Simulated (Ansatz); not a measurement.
The same path of H7NSi2 (10 atoms, charge 0, multiplicity 1) was run twice with different band settings. Lost on the way: Si1–Si2, Si1–H6. Made: Si2–H6.

These are results of Ansatz 0.2.0, RHF/def2-SVP, not measurements.

Relaxed end points:

```xyz
10
Properties=species:S:1:pos:R:3
Si 0.286 0.027 -0.104
Si 1.008 0.062 2.151
H -0.132 -0.151 3.077
H 2.018 -1.001 2.385
H 1.628 1.375 2.469
H 1.497 0.019 -0.973
N -0.794 1.355 -0.365
H -1.361 1.396 -1.189
H -0.562 2.275 -0.046
H -0.449 -1.228 -0.396
```

```xyz
10
Properties=species:S:1:pos:R:3
Si -0.419 0.504 -1.951
Si 1.527 -0.014 2.241
H 0.120 -0.382 2.521
H 2.379 -0.452 3.371
H 1.634 1.457 2.092
H 1.979 -0.676 0.997
N -0.827 1.278 -0.482
H -1.491 0.952 0.194
H -0.432 2.161 -0.222
H -1.330 -0.697 -1.753
```

Common settings: spring 5.0 eV/Å²; optimiser quadratic models (default); start path through a guess of the saddle point; force threshold 0.05 eV/Å; iteration limit 60; end points relaxed.

| run | movable images | climbing image |
| --- | --- | --- |
| 1 | 5 | yes |
| 2 | 3 | no |

Question: What does each run give, and how far can it be trusted?

Answer: Run 1: converged after 29 iterations, highest image 2.897 eV above the first end. Neighbouring images differ by up to 2.9 eV, so the band resolves the path poorly. A vibrational analysis at the climbing image gives one clearly imaginary mode, 1114i cm⁻¹: a first-order saddle point.
Run 2: converged after 50 iterations, highest image 1.330 eV above the first end. Neighbouring images differ by up to 1.3 eV, so the band resolves the path poorly. No image climbed, so the highest image needn't sit at the top of the path. A band with more images between the same ends climbed to 2.90 eV, so this one has probably stepped over the top. So few images can step over the top or miss a turn of the path.
The orbitals stay closed-shell, which can raise the energy where a bond breaks towards radicals; this wasn't checked here.
